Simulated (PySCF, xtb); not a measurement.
benzene cation (C₆H₆), SMILES c1ccccc1 (connectivity only; charge and spin as stated), charge +1, multiplicity 2.

Harmonic wavenumbers (cm⁻¹) from xtb 6.7.1 with GFN2-xTB at its own minimum, in rising order: 128, 328, 335, 546, 648, 653, 675, 854, 855, 893, 908, 914, 1007, 1021, 1047, 1117, 1122, 1132, 1214, 1310, 1359, 1368, 1388, 1435, 2994, 2997, 3014, 3017, 3110, 3110.

Task: What does r2SCAN-D4/def2-SVP (PySCF) give at its own minimum? (The exact figures need the calculation; the answer reports its results.)

Result: 283, 290, 340, 379, 599, 672, 779, 893, 965, 966, 984, 992, 1002, 1017, 1029, 1069, 1183, 1200, 1359, 1365, 1436, 1441, 1543, 1680, 3200, 3204, 3214, 3216, 3224, 3226. Paired by order, the mean absolute difference is 97 cm⁻¹ and the zero-point energies are 57.9 and 61.1 kcal/mol.
